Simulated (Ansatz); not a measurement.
Species, as SMILES: [CH]=C=O, doublet.
Atoms: C1, C2, H3, O4. Bonds: C1-C2, C1-H3, C2-O4.

Basis-set convergence of the highest harmonic wavenumber at PBE0 with Ansatz (a quantum-chemistry and plane-wave program). Each level at its own minimum, finite differences of forces, unscaled; the reference is a large set that could be run, not a limit. Cartesian d functions, on some or all atoms, in 6-31G*, 6-31G**; all else is spherical. The program fits the integrals of some runs and decomposes those of others, by size. Core-valence sets carry the plain set on hydrogen. Open shells are unrestricted. No added dispersion term, no relativity. Reference: the value in aug-pcseg-2, 3367 cm⁻¹, itself unsure by roughly 7 cm⁻¹ (its mean distance from aug-cc-pVTZ, def2-TZVPPD). Deviations are taken from unrounded values.

```json
[
 {"basis": "6-31G*", "functions": "47", "highest harmonic wavenumber (cm⁻¹)": "3405", "minus reference (cm⁻¹)": "39"},
 {"basis": "cc-pVDZ", "functions": "47", "highest harmonic wavenumber (cm⁻¹)": "3359", "minus reference (cm⁻¹)": "-8"},
 {"basis": "def2-SVP", "functions": "47", "highest harmonic wavenumber (cm⁻¹)": "3408", "minus reference (cm⁻¹)": "42"},
 {"basis": "pcseg-1", "functions": "47", "highest harmonic wavenumber (cm⁻¹)": "3384", "minus reference (cm⁻¹)": "17"},
 {"basis": "6-31G**", "functions": "50", "highest harmonic wavenumber (cm⁻¹)": "3400", "minus reference (cm⁻¹)": "34"},
 {"basis": "6-311G**", "functions": "60", "highest harmonic wavenumber (cm⁻¹)": "3380", "minus reference (cm⁻¹)": "13"},
 {"basis": "def2-SVPD", "functions": "71", "highest harmonic wavenumber (cm⁻¹)": "3377", "minus reference (cm⁻¹)": "11"},
 {"basis": "aug-cc-pVDZ", "functions": "78", "highest harmonic wavenumber (cm⁻¹)": "3348", "minus reference (cm⁻¹)": "-19"},
 {"basis": "aug-pcseg-1", "functions": "78", "highest harmonic wavenumber (cm⁻¹)": "3348", "minus reference (cm⁻¹)": "-18"},
 {"basis": "cc-pVTZ", "functions": "104", "highest harmonic wavenumber (cm⁻¹)": "3361", "minus reference (cm⁻¹)": "-6"},
 {"basis": "pcseg-2", "functions": "104", "highest harmonic wavenumber (cm⁻¹)": "3375", "minus reference (cm⁻¹)": "8"},
 {"basis": "def2-TZVPP", "functions": "107", "highest harmonic wavenumber (cm⁻¹)": "3362", "minus reference (cm⁻¹)": "-4"},
 {"basis": "def2-TZVPPD", "functions": "131", "highest harmonic wavenumber (cm⁻¹)": "3360", "minus reference (cm⁻¹)": "-7"},
 {"basis": "jun-cc-pV(T+d)Z", "functions": "131", "highest harmonic wavenumber (cm⁻¹)": "3357", "minus reference (cm⁻¹)": "-10"},
 {"basis": "6-311++G(3df,3pd)", "functions": "135", "highest harmonic wavenumber (cm⁻¹)": "3362", "minus reference (cm⁻¹)": "-5"},
 {"basis": "cc-pCVTZ", "functions": "143", "highest harmonic wavenumber (cm⁻¹)": "3358", "minus reference (cm⁻¹)": "-9"},
 {"basis": "aug-cc-pVTZ", "functions": "161", "highest harmonic wavenumber (cm⁻¹)": "3359", "minus reference (cm⁻¹)": "-8"},
 {"basis": "aug-pcseg-2", "functions": "161", "highest harmonic wavenumber (cm⁻¹)": "3367", "minus reference (cm⁻¹)": "0"}
]
```
